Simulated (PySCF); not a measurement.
These are PySCF 2.14.0 with BP86-D3(BJ)/def2-TZVP // BP86-D3(BJ)/def2-SVP values and carry that method's errors. Gas-phase values, no solvent. 

Reference species (SMILES): `C[N]C` (neutral, multiplicity 2).

dipole moment: 1.72 D
highest occupied spin orbital: -5.66 eV

Changed species: `[OH]` (free radical OH; the reference has free radical N(CH3)2).

Task: Give the shifts of the dipole moment and highest occupied spin orbital.

Result: the dipole moment stays essentially unchanged; the highest occupied spin orbital falls by 1.64 eV, to -7.30 eV.
